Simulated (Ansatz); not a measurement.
CH$_{4}$NO$_{2}$P, SMILES `OC(O)=NP`, relaxed with RKS PBE-D4/def2-SVP in Ansatz from a rough embedded geometry. The force threshold is 0.03 eV/Å; the program also tests the step.

Total charge 0; spin multiplicity 1.

Start:

```xyz
9

O    -1.517   -0.839   -0.186
C    -0.363   -0.806    0.346
O    -0.186   -1.840    1.117
N     0.540    0.054    0.272
P     0.269    1.458   -0.825
H    -1.658   -0.049   -0.788
H     0.715   -1.791    1.545
H     0.701    2.447    0.077
H     1.497    1.367   -1.558
```

Problem. How much energy does the relaxation release, and in how many steps? (Best estimate.)

Solution. Computed: 8.56 kcal/mol, in 7 steps, 2 of them rejected.

Problem. Which bonds change most? (Estimate.)

Solution. The calculation gave: O1–C2 from 1.271 to 1.340 Å; N4–P5 from 1.802 to 1.743 Å; C2–N4 from 1.249 to 1.295 Å; C2–O3 from 1.302 to 1.339 Å.

Problem. Give the relaxed structure. (An estimate is asked.)

Solution. The calculation gave: 
```xyz
9

O    -1.562   -0.841   -0.213
C    -0.354   -0.815    0.367
O    -0.206   -1.889    1.154
N     0.596    0.058    0.257
P     0.263    1.403   -0.800
H    -1.611   -0.028   -0.776
H     0.693   -1.788    1.532
H     0.697    2.485    0.047
H     1.484    1.413   -1.566
```
